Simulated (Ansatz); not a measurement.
**SiNS (quartet): from Hartree-Fock to the top rungs, cc-pVDZ**

Aim: climb from Hartree-Fock through coupled cluster and multireference methods for SiNS (quartet) at one geometry and basis, and see what each rung misses.

The runs use Ansatz 0.2.0, Gaussian basis; cc-pVDZ, core rule «outside noble gas», up to 11 orbitals frozen.

Plan: UHF; CCSD(T) on ROHF; CCSD(T) on UHF; BCCD(T) on ROHF; CISD; CCSDT(Q) on ROHF; CCSDT(Q) on UHF; CASSCF and MRCISD+Q, 13 electrons in 11 orbitals; CASSCF and NEVPT2, 13 electrons in 11 orbitals.

28 further runs of the same task are left out: 17 that didn't finish, 11 set aside as unsound or not needed.

### 1 The geometry

The geometry is a PBE0/def2-TZVP stationary point (not a proven minimum) of the parent state, kept for this charge and spin.

3 atoms, charge 0, spin multiplicity 4.

Atoms are counted from 1 here; the program's logs count them from 0.

Bond lengths: S1–N2 1.575 Å, N2–Si3 1.592 Å. Angles: S1–N2–Si3 180.0°.

### 2 UHF

in.yaml

```yaml
crystal:
  periodic: [false, false, false]
  atoms:
    - {symbol: S, position_ang: [0.000000, 0.000000, -1.580500]}
    - {symbol: N, position_ang: [0.000000, 0.000000, -0.005800]}
    - {symbol: Si, position_ang: [0.000000, 0.000000, 1.586300]}
basis:
  gaussian: {orbitals: cc-pVDZ}
magnetization: {spin_polarized: true, initial_magnetization: 3}
hamiltonian: {xc: hf}
output: {orbitals: {seedname: orbitals}}
```

Started as:

```
> ansatz run in.yaml --threads 1 --pin off --events-out ev --progress --plain --max-ram 2393MiB
```

After this run come: CCSD(T) on ROHF; CCSD(T) on UHF; BCCD(T) on ROHF; CISD; CCSDT(Q) on ROHF; CCSDT(Q) on UHF; CASSCF and MRCISD+Q, 13 electrons in 11 orbitals; CASSCF and NEVPT2, 13 electrons in 11 orbitals.

Before running them: what should the planned runs give, taken together? Wanted: UCCSDT(Q) below the RHF energy; RMP2 from UCCSDT(Q); UMP2 from UCCSDT(Q); RCCSD from UCCSDT(Q); RCCSD(T) from UCCSDT(Q); UCCSD(T) from UCCSDT(Q); RCCSDT(Q) from UCCSDT(Q); NEVPT2 valence from UCCSDT(Q); MRCISD+Q valence from UCCSDT(Q).

**Answer**, as computed:

```
                         quantity        value
   UCCSDT(Q) below the RHF energy  -10.5166 eV
              RMP2 from UCCSDT(Q)  +1060.4 meV
              UMP2 from UCCSDT(Q)  +1293.6 meV
             RCCSD from UCCSDT(Q)   +466.8 meV
          RCCSD(T) from UCCSDT(Q)    +71.1 meV
          UCCSD(T) from UCCSDT(Q)    +74.2 meV
         RCCSDT(Q) from UCCSDT(Q)     +1.3 meV
    NEVPT2 valence from UCCSDT(Q)  +1763.6 meV
  MRCISD+Q valence from UCCSDT(Q)   +152.9 meV
levels within 1 kcal/mol (43 meV)    RCCSDT(Q)
                    T1 diagnostic        0.031
   effectively unpaired electrons         3.02
```

What this shows: RCCSD(T) misses by +71.1 meV, 0.7 % of the correlation energy. One determinant dominates. Of the multireference levels listed MRCISD+Q valence comes nearest in total energy (+152.9 meV), which doesn't show that its space is the better one. These misses are within one basis, not against nature; the frozen cores of restricted and unrestricted runs differ, which can shift their rows.
